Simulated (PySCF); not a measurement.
Consider `C=CC1CCC1` (C6H10). Coordinates in Å; atoms count from 1 in this order:
```
C    -2.4886   -0.9334   -0.4386
C    -1.4957   -0.2445    0.1310
C    -0.0845   -0.2081   -0.3370
C     1.0514   -0.5167    0.6710
C     1.8975    0.5836    0.0053
C     0.5954    1.1640   -0.5754
H    -2.3188   -1.5460   -1.3303
H    -3.5053   -0.9124   -0.0375
H    -1.7129    0.3570    1.0250
H     0.0298   -0.8413   -1.2329
H     1.4431   -1.5452    0.6969
H     0.7535   -0.2341    1.6938
H     2.5475    0.1747   -0.7841
H     2.5078    1.2302    0.6536
H     0.6011    1.5564   -1.6038
H     0.1655    1.9335    0.0863
```

Energies: ωB97X-D3(BJ)/ma-def2-TZVP (PySCF, density fitting, integration grid level 2) on PBE0-D3(BJ)/ma-def2-SVP structures. The prefix ma- adds one diffuse s and one diffuse p function on all atoms but H. ωB97X-D3(BJ) is ωB97X-V with D3(BJ) in place of VV10. Zero-point and thermal terms (298.15 K, 1 bar) come from unscaled PBE0-D3(BJ)/ma-def2-SVP harmonic frequencies, with soft modes damped to free rotors in the entropy.

(1) What are the vertical and the adiabatic ionisation energy for forming the radical cation?

(2) Where does the unpaired spin of the relaxed radical cation sit?

(3) What oxidation potential follows in DMF (IEF-PCM), given that Fc+/Fc comes at 4.54 V absolute with this functional and basis?

(4) How far is −ε(HOMO) from the vertical value by ΔSCF?

## Answers

(1) 9.42 eV vertical and 8.91 eV adiabatic, the latter with zero-point energy.

(2) C1 (alkene carbon) 0.56, C6 (methylene carbon) 0.26, C3 (allylic carbon) 0.12 (intrinsic atomic orbital populations). This structure is symmetry-broken (see the note below).

(3) In the gas phase ΔG of oxidation is 8.880 eV, and solvation is -7.7 kJ/mol for the parent and -225.3 kJ/mol for the product, so the absolute potential is 6.62 V, or 2.08 V against Fc+/Fc. Fc+/Fc in DMF, 4.54 V, is ωB97X-D3(BJ)/ma-def2-TZVP on PBE0-D3(BJ)/def2-SVP structures with GFN2-xTB thermal terms. Benchmark calculations put it near 5.0 V in acetonitrile and DMSO, so it is about 0.5 V low, and the value against it can read up to that much too high. The solvent is electrostatics only, on gas-phase structures; the absolute scale refers to an electron at rest in vacuum.

(4) −ε(HOMO) = 9.61 eV, which is 0.19 eV above the ΔSCF value.

Known limits: C4 and C6 are equivalent in the parent, but the relaxed radical cation is symmetry-broken (Cs to C1), which is often an artefact of the method; its spin populations, distances and adiabatic value belong to that structure.
